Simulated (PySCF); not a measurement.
PySCF input (PBE0/6-311+G**):

```python
import numpy as np, basis_set_exchange as bse
from pyscf import gto, scf, dft, df, tdscf

basis = {'F': gto.basis.parse(bse.get_basis('6-311+G**', elements=['F'], fmt='nwchem')), 'Si': gto.basis.parse(bse.get_basis('6-311+G**', elements=['Si'], fmt='nwchem'))}
mol = gto.M(
    atom='''
    Si   -0.00000000    0.00000000   -0.00000000
    F     0.90266225    0.93537042    0.87570553
    F    -0.88062488   -0.89967856    0.93362490
    F    -0.92886782    0.87391074   -0.91107724
    F     0.90683044   -0.90960260   -0.89825319
    ''',
    basis=basis,
    charge=0,
    verbose=4,
    max_memory=8640,
)
mf = dft.RKS(mol, xc='pbe0')
mf.grids.level = 3
mf = mf.density_fit(auxbasis=df.autoaux(mol))
mf.conv_tol = 1e-9
mf.max_cycle = 100
print('smallest overlap eigenvalue', np.linalg.eigvalsh(mol.intor('int1e_ovlp'))[0])
mf.kernel()
dip = mf.dip_moment()
td = tdscf.TDA(mf)
td.nstates = 4
td.kernel()
td.analyze()
osc = td.oscillator_strength()
```

Output:

```
PySCF version 2.14.0

[INPUT] verbose = 4
[INPUT] num. atoms = 5
[INPUT] num. electrons = 50
[INPUT] charge = 0
[INPUT] spin (= nelec alpha-beta = 2S) = 0
[INPUT] symmetry False subgroup None
[INPUT] Mole.unit = angstrom
[INPUT] Symbol           X                Y                Z      unit          X                Y                Z       unit  Magmom
[INPUT]  1 Si     0.000000000000   0.000000000000   0.000000000000 AA    0.000000000000   0.000000000000   0.000000000000 Bohr   0.0
[INPUT]  2 F      0.902662250000   0.935370420000   0.875705530000 AA    1.705784435484   1.767593918819   1.654843617467 Bohr   0.0
[INPUT]  3 F     -0.880624880000  -0.899678560000   0.933624900000 AA   -1.664139841678  -1.700146078543   1.764295364074 Bohr   0.0
[INPUT]  4 F     -0.928867820000   0.873910740000  -0.911077240000 AA   -1.755305785722   1.651451955916  -1.721686461925 Bohr   0.0
[INPUT]  5 F      0.906830440000  -0.909602600000  -0.898253190000 AA    1.713661173019  -1.718899796192  -1.697452519617 Bohr   0.0

nuclear repulsion = 270.645420966485
number of shells = 54
number of NR pGTOs = 189
number of NR cGTOs = 118
basis = {'F': [[0, [11427.1, 0.00180093], [1722.35, 0.0137419], [395.746, 0.0681334], [115.139, 0.233325], [33.6026, 0.589086], [4.91901, 0.299505]], [0, [55.4441, 0.114536], [12.6323, 0.920512], [3.71756, -0.00337804]], [0, [1.16545, 1.0]], [0, [0.321892, 1.0]], [0, [0.1076, 1.0]], [1, [55.4441, 0.0354609], [12.6323, 0.237451], [3.71756, 0.820458]], [1, [1.16545, 1.0]], [1, [0.321892, 1.0]], [1, [0.1076, 1.0]], [2, [1.75, 1.0]]], 'Si': [[0, [69379.23, 0.000757], [10354.94, 0.005932], [2333.8796, 0.031088], [657.14295, 0.124967], [214.30113, 0.386897], [77.629168, 0.554888]], [0, [77.629168, 0.177881], [30.630807, 0.627765], [12.801295, 0.247623]], [0, [3.926866, 1.0]], [0, [1.452343, 1.0]], [0, [0.256234, 1.0]], [0, [0.094279, 1.0]], [0, [0.0331, 1.0]], [1, [335.48319, 0.008866], [78.900366, 0.068299], [24.98815, 0.290958], [9.219711, 0.732117]], [1, [3.62114, 0.619879], [1.45131, 0.439148]], [1, [0.504977, 1.0]], [1, [0.186317, 1.0]], [1, [0.065432, 1.0]], [1, [0.0331, 1.0]], [2, [0.45, 1.0]]]}
ecp = {}
ETB for F: l = 0, exps = 0.2152 * 1.8^n , n = 0..15
ETB for F: l = 1, exps = 0.2152 * 1.8^n , n = 0..12
ETB for F: l = 2, exps = 0.2152 * 1.8^n , n = 0..11
ETB for F: l = 3, exps = 1.8576 * 2.2^n , n = 0..2
ETB for Si: l = 0, exps = 0.0662 * 1.8^n , n = 0..20
ETB for Si: l = 1, exps = 0.0662 * 1.8^n , n = 0..17
ETB for Si: l = 2, exps = 0.0662 * 1.8^n , n = 0..16
ETB for Si: l = 3, exps = 0.48310000000000003 * 2.2^n , n = 0..5
smallest overlap eigenvalue 0.0004764837215563753

******** <class 'pyscf.df.df_jk.DFRKS'> ********
method = DFRKS
initial guess = minao
damping factor = 0
level_shift factor = 0
DIIS = <class 'pyscf.scf.diis.CDIIS'>
diis_start_cycle = 1
diis_space = 8
diis_damp = 0
SCF conv_tol = 1e-09
SCF conv_tol_grad = None
SCF max_cycles = 100
direct_scf = False
XC library pyscf.dft.libxc version 7.1.2
    S. Lehtola, C. Steigemann, M. J. T. Oliveira, and M. A. L. Marques,  SoftwareX 7, 1–5 (2018)
XC functionals = pbe0
    C. Adamo and V. Barone,  J. Chem. Phys. 110, 6158 (1999)
    M. Ernzerhof and G. E. Scuseria,  J. Chem. Phys. 110, 5029 (1999)
radial grids:
    Treutler-Ahlrichs [JCP 102, 346 (1995); DOI:10.1063/1.469408] (M4) radial grids

becke partition: Becke, JCP 88, 2547 (1988); DOI:10.1063/1.454033
pruning grids: <function nwchem_prune>
grids dens level: 3
symmetrized grids: False
atomic radii adjust function: <function treutler_atomic_radii_adjust>
small_rho_cutoff = 0
Set gradient conv threshold to 3.16228e-05
Initial guess from minao.
tot grids = 76232
******** <class 'pyscf.df.df.DF'> ********
auxbasis = {'F': [[0, [np.float64(1451.8770606659496), 1]], [0, [np.float64(806.5983670366387), 1]], [0, [np.float64(448.1102039092437), 1]], [0, [np.float64(248.95011328291318), 1]], [0, [np.float64(138.3056184905073), 1]], [0, [np.float64(76.83645471694851), 1]], [0, [np.float64(42.68691928719361), 1]], [0, [np.float64(23.714955159552005), 1]], [0, [np.float64(13.174975088640002), 1]], [0, [np.float64(7.319430604800001), 1]], [0, [np.float64(4.066350336), 1]], [0, [np.float64(2.25908352), 1]], [0, [np.float64(1.2550464000000001), 1]], [0, [np.float64(0.6972480000000001), 1]], [0, [np.float64(0.38736000000000004), 1]], [0, [np.float64(0.2152), 1]], [1, [np.float64(248.95011328291318), 1]], [1, [np.float64(138.3056184905073), 1]], [1, [np.float64(76.83645471694851), 1]], [1, [np.float64(42.68691928719361), 1]], [1, [np.float64(23.714955159552005), 1]], [1, [np.float64(13.174975088640002), 1]], [1, [np.float64(7.319430604800001), 1]], [1, [np.float64(4.066350336), 1]], [1, [np.float64(2.25908352), 1]], [1, [np.float64(1.2550464000000001), 1]], [1, [np.float64(0.6972480000000001), 1]], [1, [np.float64(0.38736000000000004), 1]], [1, [np.float64(0.2152), 1]], [2, [np.float64(138.3056184905073), 1]], [2, [np.float64(76.83645471694851), 1]], [2, [np.float64(42.68691928719361), 1]], [2, [np.float64(23.714955159552005), 1]], [2, [np.float64(13.174975088640002), 1]], [2, [np.float64(7.319430604800001), 1]], [2, [np.float64(4.066350336), 1]], [2, [np.float64(2.25908352), 1]], [2, [np.float64(1.2550464000000001), 1]], [2, [np.float64(0.6972480000000001), 1]], [2, [np.float64(0.38736000000000004), 1]], [2, [np.float64(0.2152), 1]], [3, [np.float64(8.990784000000001), 1]], [3, [np.float64(4.086720000000001), 1]], [3, [np.float64(1.8576), 1]]], 'Si': [[0, [np.float64(8439.332375254207), 1]], [0, [np.float64(4688.517986252337), 1]], [0, [np.float64(2604.7322145846315), 1]], [0, [np.float64(1447.0734525470177), 1]], [0, [np.float64(803.9296958594541), 1]], [0, [np.float64(446.6276088108079), 1]], [0, [np.float64(248.1264493393377), 1]], [0, [np.float64(137.84802741074316), 1]], [0, [np.float64(76.58223745041288), 1]], [0, [np.float64(42.54568747245159), 1]], [0, [np.float64(23.636493040250883), 1]], [0, [np.float64(13.131385022361602), 1]], [0, [np.float64(7.295213901312001), 1]], [0, [np.float64(4.0528966118400005), 1]], [0, [np.float64(2.2516092288), 1]], [0, [np.float64(1.2508940160000002), 1]], [0, [np.float64(0.69494112), 1]], [0, [np.float64(0.38607840000000004), 1]], [0, [np.float64(0.21448799999999998), 1]], [0, [np.float64(0.11915999999999999), 1]], [0, [np.float64(0.0662), 1]], [1, [np.float64(1447.0734525470177), 1]], [1, [np.float64(803.9296958594541), 1]], [1, [np.float64(446.6276088108079), 1]], [1, [np.float64(248.1264493393377), 1]], [1, [np.float64(137.84802741074316), 1]], [1, [np.float64(76.58223745041288), 1]], [1, [np.float64(42.54568747245159), 1]], [1, [np.float64(23.636493040250883), 1]], [1, [np.float64(13.131385022361602), 1]], [1, [np.float64(7.295213901312001), 1]], [1, [np.float64(4.0528966118400005), 1]], [1, [np.float64(2.2516092288), 1]], [1, [np.float64(1.2508940160000002), 1]], [1, [np.float64(0.69494112), 1]], [1, [np.float64(0.38607840000000004), 1]], [1, [np.float64(0.21448799999999998), 1]], [1, [np.float64(0.11915999999999999), 1]], [1, [np.float64(0.0662), 1]], [2, [np.float64(803.9296958594541), 1]], [2, [np.float64(446.6276088108079), 1]], [2, [np.float64(248.1264493393377), 1]], [2, [np.float64(137.84802741074316), 1]], [2, [np.float64(76.58223745041288), 1]], [2, [np.float64(42.54568747245159), 1]], [2, [np.float64(23.636493040250883), 1]], [2, [np.float64(13.131385022361602), 1]], [2, [np.float64(7.295213901312001), 1]], [2, [np.float64(4.0528966118400005), 1]], [2, [np.float64(2.2516092288), 1]], [2, [np.float64(1.2508940160000002), 1]], [2, [np.float64(0.69494112), 1]], [2, [np.float64(0.38607840000000004), 1]], [2, [np.float64(0.21448799999999998), 1]], [2, [np.float64(0.11915999999999999), 1]], [2, [np.float64(0.0662), 1]], [3, [np.float64(24.89719619200001), 1]], [3, [np.float64(11.316907360000004), 1]], [3, [np.float64(5.144048800000002), 1]], [3, [np.float64(2.3382040000000006), 1]], [3, [np.float64(1.06282), 1]], [3, [np.float64(0.48310000000000003), 1]]]}
init E= -689.22964053286
  HOMO = -0.530869420362939  LUMO = -0.0536154944912539  gap/eV = 12.98674
cycle= 1 E= -688.607384862892  delta_E= 0.622  |g|= 0.961  |ddm|= 2.61
  HOMO = -0.388540994902425  LUMO = -0.0164777502501682  gap/eV = 10.12436
cycle= 2 E= -688.484560656483  delta_E= 0.123  |g|= 1.37  |ddm|= 1.28
  HOMO = -0.481547405677457  LUMO = -0.0249488228463776  gap/eV = 12.42468
cycle= 3 E= -688.744505975464  delta_E= -0.26  |g|= 0.0338  |ddm|= 0.696
  HOMO = -0.47557081111698  LUMO = -0.0210533438139425  gap/eV = 12.36805
cycle= 4 E= -688.744635915754  delta_E= -0.00013  |g|= 0.00775  |ddm|= 0.0358
  HOMO = -0.476424518347883  LUMO = -0.0213993554126507  gap/eV = 12.38187
cycle= 5 E= -688.744642495741  delta_E= -6.58e-06  |g|= 0.00046  |ddm|= 0.00562
  HOMO = -0.476446409018746  LUMO = -0.0213941039915832  gap/eV = 12.38260
cycle= 6 E= -688.744642518622  delta_E= -2.29e-08  |g|= 9.27e-05  |ddm|= 0.00035
  HOMO = -0.476444815137858  LUMO = -0.0213916381735509  gap/eV = 12.38263
cycle= 7 E= -688.74464251905  delta_E= -4.28e-10  |g|= 2.2e-05  |ddm|= 5.76e-05
  HOMO = -0.476443581944974  LUMO = -0.021392712931402  gap/eV = 12.38256
Extra cycle  E= -688.744642519018  delta_E= 3.21e-11  |g|= 2.84e-05  |ddm|= 3.58e-05
converged SCF energy = -688.744642519018
Dipole moment(X, Y, Z, Debye): -0.00000,  0.00000,  0.00000

******** <class 'pyscf.tdscf.rks.TDA'> for <class 'pyscf.df.df_jk.DFRKS'> ********
nstates = 4 singlet
deg_eia_thresh = 1.000e-03
wfnsym = None
conv_tol = 1e-05
eigh lindep = 1e-12
eigh level_shift = 0
eigh max_cycle = 100
chkfile = tmpa_1phffd

Excitation energies (eV)
[10.78707992 10.78708408 10.78712087 11.98566632]

** Singlet excitation energies and oscillator strengths **
Excited State   1:     10.78708 eV    114.94 nm  f=0.0000
      25 -> 26        0.69566
Excited State   2:     10.78708 eV    114.94 nm  f=0.0000
      24 -> 26       -0.69574
Excited State   3:     10.78712 eV    114.94 nm  f=0.0000
      23 -> 26        0.69597
Excited State   4:     11.98567 eV    103.44 nm  f=0.2024
      22 -> 26        0.69591

** Transition electric dipole moments (AU) **
state          X           Y           Z        Dip. S.      Osc.
  1        -0.0000     -0.0000      0.0000      0.0000      0.0000
  2        -0.0000      0.0000     -0.0000      0.0000      0.0000
  3        -0.0000      0.0000      0.0000      0.0000      0.0000
  4         0.6026     -0.3704     -0.4345      0.6891      0.2024

** Transition velocity dipole moments (imaginary part, AU) **
state          X           Y           Z        Dip. S.      Osc.
  1        -0.0000     -0.0000      0.0000      0.0000      0.0000
  2        -0.0000     -0.0000     -0.0000      0.0000      0.0000
  3        -0.0000      0.0000      0.0000      0.0000      0.0000
  4         0.2410     -0.1482     -0.1738      0.1102      0.1669

** Transition magnetic dipole moments (imaginary part, AU) **
state          X           Y           Z
  1         0.6193      0.2694      0.4948
  2        -0.0978     -0.6727      0.4887
  3        -0.5548      0.4193      0.4661
  4        -0.0000      0.0000      0.0000
```
